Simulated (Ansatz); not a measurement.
Consider the formal loss of a carbene: `C=CC(C)F` → `C=CC` + `[CH]F`.

Isolated molecules relaxed with PBE0-D4/def2-TZVP in Ansatz; ΔE leaves out vibrations. CBS: MP2 limit from def2 TZ/QZ plus the TZ coupled-cluster correction, frozen cores. This one scheme is used for every species. DFT in def2-TZVPP. HSE06 is defined as in plane-wave codes. Each species was taken in one conformer, which may not be the lowest.

`C=CC(C)F`:

Cartesian coordinates in Å:
```
C 0.953 -1.699 -0.355
C 0.610 -0.449 -0.622
C 0.219 0.565 0.400
C -1.191 1.078 0.206
F 0.322 0.027 1.674
H 0.981 -2.066 0.664
H 1.218 -2.388 -1.147
H 0.589 -0.089 -1.648
H 0.926 1.405 0.362
H -1.432 1.821 0.968
H -1.293 1.542 -0.777
H -1.902 0.252 0.275
```

`C=CC`:

Cartesian coordinates in Å:
```
C -0.648 1.200 0.244
C -0.129 0.219 -0.481
C 0.541 -0.992 0.071
H -0.616 1.180 1.329
H -1.123 2.057 -0.218
H -0.185 0.285 -1.566
H 0.031 -1.904 -0.255
H 1.573 -1.066 -0.285
H 0.555 -0.978 1.162
```

`[CH]F`:

Z-matrix (Å, degrees):
```
C
F 1 1.301
H 1 1.126 2 102.3
```

(1) Is it downhill or uphill in electronic energy at CCSD(T)/CBS, and by how much? (An estimate is asked.)

(2) What do these levels give: HSE06-D4, B2PLYP, r2SCAN0, HF/def2-QZVPP, SCS-MP2/def2-QZVPP, MP2/CBS(def2)? (Best estimate.)

Largest T1 diagnostic among the species: 0.018.

Answers

(1) The calculation gave: Uphill: ΔE = +385.2 kJ/mol.

(2) Ansatz gave: HSE06-D4 406.5, B2PLYP 381.5, r2SCAN0 408.9, HF/def2-QZVPP 338.4, SCS-MP2/def2-QZVPP 390.6, MP2/CBS(def2) 412.5 kJ/mol.

In def2-TZVPP, CCSD(T) changes the Hartree–Fock value by +39.9 kJ/mol (the triples alone add +2.8 kJ/mol) and MP2 by +67.2 kJ/mol. From r2SCAN to r2SCAN0 (25 % exact exchange), in def2-TZVPP and without D4, ΔE moves by +4.8 kJ/mol.
